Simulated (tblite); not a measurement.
Compound: 1,3-dichloropropane, C₃H₆Cl₂.
Atom-mapped SMILES: `[Cl:1][CH2:2][CH2:3][CH2:4][Cl:5]` (hydrogens: H6, H7 on C2; H8, H9 on C3; H10, H11 on C4)

Computed with GFN2-xTB (tblite), gas phase: Langevin dynamics at 300 K from the optimised GFN2-xTB geometry, time step 0.5 fs, friction 0.01 fs⁻¹, 2000 steps. Over the second half of the run the saved frames average 273 K.

The optimised geometry, where the run starts:
```
atom  x, y, z in Å
Cl1     2.042    0.580    1.000
C2      0.931    0.781   -0.385
C3      0.028   -0.433   -0.530
C4     -0.943   -0.575    0.631
Cl5    -2.131    0.760    0.629
H6      1.554    0.917   -1.269
H7      0.347    1.682   -0.197
H8      0.637   -1.338   -0.581
H9     -0.528   -0.339   -1.466
H10    -0.419   -0.532    1.585
H11    -1.512   -1.501    0.558
```

t = 325 fs, T = 241 K, E(pot) 0.336 eV above the start
```
atom  x, y, z in Å  |  force x, y, z in eV/Å
Cl1     2.132   -0.908    0.719    0.229   0.394  -0.027
C2      1.246    0.154   -0.417   -2.442  -2.178   0.748
C3     -0.206   -0.568   -0.588    1.454   1.506  -0.018
C4     -1.057   -0.739    0.688    0.122   0.182  -1.134
Cl5    -1.965    0.756    1.042   -0.098   0.039  -0.061
H6      1.795    0.206   -1.321    0.301  -0.225  -0.885
H7      1.107    1.131   -0.035   -0.030   0.817   0.740
H8     -0.036   -1.529   -1.036    0.149  -0.491  -0.066
H9     -0.728    0.050   -1.319   -0.214  -0.039   0.053
H10    -0.449   -0.890    1.564    0.130  -0.460   0.153
H11    -1.790   -1.543    0.470    0.399   0.455   0.498
```

t = 550 fs, T = 264 K, E(pot) 0.344 eV above the start
```
atom  x, y, z in Å  |  force x, y, z in eV/Å
Cl1     2.507   -1.233    0.609    0.486  -0.609   0.061
C2      1.307   -0.066    0.003    0.701  -0.568  -0.505
C3      0.088   -0.827   -0.530    0.493   0.089   0.964
C4     -1.008   -1.091    0.524    0.867  -0.908   0.396
Cl5    -1.431    0.345    1.516    0.203  -0.079  -0.268
H6      1.873    0.513   -0.760   -0.730  -0.241   0.364
H7      1.149    0.479    0.901   -0.669   0.936   0.308
H8      0.475   -1.723   -1.028   -0.373  -0.264   0.442
H9     -0.347   -0.262   -1.288   -0.755   1.251  -1.365
H10    -0.606   -1.859    1.244   -0.696   0.590  -0.589
H11    -1.955   -1.383    0.048    0.473  -0.197   0.192
```

t = 625 fs, T = 190 K, E(pot) 0.257 eV above the start
```
atom  x, y, z in Å  |  force x, y, z in eV/Å
Cl1     2.485   -1.239    0.685   -0.220   0.427   0.026
C2      1.505    0.142   -0.016    0.635  -1.645  -1.020
C3      0.194   -0.485   -0.578    0.663  -0.753   0.562
C4     -0.679   -1.072    0.557   -0.737   0.872  -1.158
Cl5    -1.375    0.281    1.507    0.259  -0.290   0.245
H6      2.215    0.520   -0.794   -0.953  -0.061   0.391
H7      1.374    0.854    0.774   -0.302   0.257   0.252
H8      0.393   -1.394   -1.193    0.297   0.874   0.055
H9     -0.284    0.277   -1.175   -0.414   0.066  -0.051
H10    -0.072   -1.758    1.109    0.226  -0.033   0.799
H11    -1.570   -1.619    0.186    0.545   0.286  -0.103
```

t = 650 fs, T = 222 K, E(pot) 0.279 eV above the start
```
atom  x, y, z in Å  |  force x, y, z in eV/Å
Cl1     2.426   -1.107    0.746    0.547  -0.053   0.310
C2      1.436    0.127   -0.043    2.261   1.141  -0.631
C3      0.240   -0.549   -0.567   -1.178  -0.095  -1.048
C4     -0.682   -1.032    0.512   -0.744  -1.398   0.283
Cl5    -1.361    0.296    1.462    0.005   0.100   0.158
H6      2.067    0.593   -0.900   -0.814  -0.743   1.216
H7      1.246    0.945    0.690   -0.137  -0.694  -0.426
H8      0.390   -1.408   -1.266    0.485   0.635   0.558
H9     -0.262    0.227   -1.133   -0.547   0.126  -0.387
H10    -0.223   -1.781    1.188    0.110   0.650  -0.123
H11    -1.524   -1.575    0.050    0.011   0.332   0.091
```

t = 900 fs, T = 254 K, E(pot) 0.464 eV above the start
```
atom  x, y, z in Å  |  force x, y, z in eV/Å
Cl1     2.049   -0.700    0.594   -0.044   0.575  -0.357
C2      1.044    0.065   -0.680   -0.945   0.344  -0.164
C3     -0.097   -0.906   -1.046   -1.225   1.693   1.845
C4     -1.097   -1.111    0.163    2.055   1.847  -0.988
Cl5    -1.508    0.532    0.808   -0.502  -0.480  -0.222
H6      1.583    0.239   -1.611    0.579  -0.154   0.308
H7      0.607    1.082   -0.391    0.737  -1.408   0.186
H8      0.278   -1.826   -1.386    0.353  -1.123  -0.375
H9     -0.629   -0.356   -1.789   -0.557  -0.039  -0.927
H10    -0.535   -1.525    0.941    0.784  -0.856   1.281
H11    -1.945   -1.696   -0.019   -1.235  -0.399  -0.586
```

t = 975 fs, T = 298 K, E(pot) 0.465 eV above the start
```
atom  x, y, z in Å  |  force x, y, z in eV/Å
Cl1     2.026   -0.583    0.577   -0.382   0.089  -0.404
C2      0.936   -0.131   -0.775   -0.636   1.344  -0.066
C3     -0.302   -0.983   -0.911    0.476  -1.621  -1.516
C4     -1.212   -0.970    0.273    1.355  -2.275   1.638
Cl5    -1.688    0.575    0.805   -0.538   1.437   0.230
H6      1.525    0.048   -1.679    0.052  -0.771   0.049
H7      0.459    0.860   -0.617    0.736  -0.041   0.671
H8     -0.117   -2.041   -1.272    0.205   0.759   0.933
H9     -0.896   -0.614   -1.725   -0.165   0.757  -0.745
H10    -0.692   -1.465    1.154   -0.387   0.443  -0.727
H11    -2.060   -1.589    0.047   -0.718  -0.121  -0.063
```

t = 1000 fs
```
atom  x, y, z in Å
Cl1     2.034   -0.600    0.517
C2      0.821   -0.122   -0.758
C3     -0.320   -1.077   -0.806
C4     -1.202   -1.090    0.492
Cl5    -1.782    0.645    0.801
H6      1.381   -0.240   -1.690
H7      0.549    0.959   -0.744
H8      0.085   -2.035   -1.062
H9     -1.035   -0.864   -1.596
H10    -0.587   -1.219    1.356
H11    -1.966   -1.835    0.564
```

**Question.** Estimate the potential energy and the forces of this last frame.

**Answer.** 0.430 eV above the start.

```
atom  Fx (eV/Å)  Fy (eV/Å)  Fz (eV/Å)
 Cl1     -0.648      0.436     -0.294
  C2      0.921      0.806     -0.750
  C3     -1.926     -0.088      1.020
  C4      1.431      1.305     -0.304
 Cl5     -0.176     -1.103     -0.408
  H6      0.081     -0.008     -0.020
  H7      0.114     -0.770      0.751
  H8      0.073     -0.876      0.404
  H9      0.133      0.497     -0.389
 H10      0.708     -0.289      0.532
 H11     -0.710      0.089     -0.543
```

The bond farthest from its length at the start is C4–Cl5 (1.855 against 1.787 Å), and half the difference of its two atoms' forces along it is -0.88 eV/Å (positive lengthens). The largest atomic force is 2.18 eV/Å.

What follows is the cost of the whole dynamics run. The run took 15 s on an Arm Neoverse N1 with one thread, no GPU, on a shared host, and the process peaked at 0.18 GiB of memory.
